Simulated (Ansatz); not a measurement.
# CH₂Li (doublet): from Hartree-Fock to the top rungs at scale of all distances = 1.000, 6-31G

How much of the correlation energy of CH₂Li (doublet) does each wave-function method recover here?

Computed with Ansatz 0.2.0, Gaussian basis. Level: 6-31G, core rule «outside noble gas», up to 2 orbitals frozen.

Plan: UHF; CCSD(T) on ROHF; CCSD(T) on UHF; BCCD(T) on ROHF; CISD; CCSDT(Q) on ROHF; CCSDT(Q) on UHF; CISDTQ; CCSDTQ on ROHF; CASSCF and MRCISD+Q, 3 electrons in 3 orbitals; CASSCF and NEVPT2, 3 electrons in 3 orbitals; Full CI.

35 further runs of the same task are left out: 19 for a known fault of the program, 13 that didn't finish, 3 set aside as unsound or not needed.

### 1 The system

The geometry derives from a PBE0/def2-TZVP stationary point (not a proven minimum). All distances are scaled together.

4 atoms, charge 0, spin multiplicity 2.

Atoms are counted from 1 here; the program's logs count them from 0.

Bond lengths: C1–Li2 1.909 Å, C1–H3 1.100 Å, C1–H4 1.100 Å. Angles: Li2–C1–H3 127.2°, Li2–C1–H4 127.2°, H3–C1–H4 105.6°.

### 2 UHF

File in.yaml:

```yaml
crystal:
  periodic: [false, false, false]
  atoms:
    - {symbol: C, position_ang: [0.000000, 0.000000, 0.568010]}
    - {symbol: Li, position_ang: [0.000000, 0.000000, -1.341005]}
    - {symbol: H, position_ang: [0.000000, 0.876160, 1.233065]}
    - {symbol: H, position_ang: [0.000000, -0.876160, 1.233065]}
basis:
  gaussian: {orbitals: 6-31G}
magnetization: {spin_polarized: true, initial_magnetization: 1}
hamiltonian: {xc: hf}
output: {orbitals: {seedname: orbitals}}
```

Launch:

```console
ansatz run in.yaml --threads 1 --pin off --events-out ev --progress --plain --max-ram 2393MiB
```

Further steps of the session: CCSD(T) on ROHF; CCSD(T) on UHF; BCCD(T) on ROHF; CISD; CCSDT(Q) on ROHF; CCSDT(Q) on UHF; CISDTQ; CCSDTQ on ROHF; CASSCF and MRCISD+Q, 3 electrons in 3 orbitals; CASSCF and NEVPT2, 3 electrons in 3 orbitals; Full CI.

**Question.** What will the summary of the whole plan be? Wanted: FCI below the RHF energy; RMP2 from FCI; UMP2 from FCI; RCCSD from FCI; RCCSD(T) from FCI; UCCSD(T) from FCI; RCCSDT(Q) from FCI; UCCSDT(Q) from FCI; MRCISD+Q pair from FCI.

As calculated:

| quantity | value |
| --- | --- |
| FCI below the RHF energy | -2.7208 eV |
| RMP2 from FCI | +50.3 kJ/mol |
| UMP2 from FCI | +49.1 kJ/mol |
| RCCSD from FCI | +5.9 kJ/mol |
| RCCSD(T) from FCI | +1.3 kJ/mol |
| UCCSD(T) from FCI | +1.3 kJ/mol |
| RCCSDT(Q) from FCI | 0.0 kJ/mol |
| UCCSDT(Q) from FCI | 0.0 kJ/mol |
| MRCISD+Q pair from FCI | +1.5 kJ/mol |
| levels within 1 kcal/mol (43 meV) | RCCSD(T), UCCSD(T), BCCD(T), RCCSDT, UCCSDT, CISDTQ, RCCSDT(Q), UCCSDT(Q), RCCSDTQ, MRCISD+Q pair |
| T1 diagnostic | 0.025 |
| effectively unpaired electrons | 1.03 |

What this shows: RCCSD(T) lands +1.3 kJ/mol from the yardstick (0.5 % of the correlation energy). One determinant dominates. These misses are within one basis, not against nature; the frozen cores of restricted and unrestricted runs differ, which can shift their rows.
